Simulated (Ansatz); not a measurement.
**SiO₂ (triplet): wave-function methods side by side, def2-QZVPP**

An exercise on one series of results from a longer session: the logs are not shown, and one member is left open.

Computed with Ansatz 0.2.0, Gaussian basis. Level: def2-QZVPP, core rule «outside noble gas», up to 7 orbitals frozen.

Plan: UHF; ROHF; CCSD(T) on UHF.

2 further runs of the same task are left out: 2 set aside as unsound or not needed. Runs told in other sessions of the task aren't counted.

**What is computed**

The geometry is a PBE0/def2-TZVP stationary point (not a proven minimum).

3 atoms, charge 0, spin multiplicity 3.

Atoms are counted from 1 here; the program's logs count them from 0.

Bond lengths: O1–O2 1.343 Å, O2–Si3 1.710 Å. Angles: O1–O2–Si3 113.5°.

The first run:

in.yaml reads:

```yaml
crystal:
  periodic: [false, false, false]
  atoms:
    - {symbol: O, position_ang: [0.000000, -0.345870, 1.455845]}
    - {symbol: O, position_ang: [0.000000, 0.564635, 0.468388]}
    - {symbol: Si, position_ang: [0.000000, -0.124623, -1.096174]}
basis:
  gaussian: {orbitals: "def2-QZVPP.json"}
magnetization: {spin_polarized: true, initial_magnetization: 2}
hamiltonian: {xc: hf}
output: {orbitals: {seedname: orbitals}}
```

Command:

```
> ansatz run in.yaml --threads 1 --pin off --events-out ev --progress --plain --max-ram 2393MiB
```

Steps of the session up to this table: UHF; ROHF; CCSD(T) on UHF.

One of the session's tables, all rows but one given; the rest of the session is left out.

| method | from UCCSD(T) (meV) |
| --- | --- |
| ROHF | +16315.2 |
| UHF | ? |
| UMP2 | +1281.9 |
| UCCSD | +691.1 |
| UCCSD(T) | 0 |

Q: Estimate the row for UHF from the others.

As computed: from UCCSD(T) (meV): +15974.4. In the column «from UCCSD(T) (meV)» it lies between UMP2 (+1281.9) and ROHF (+16315.2).
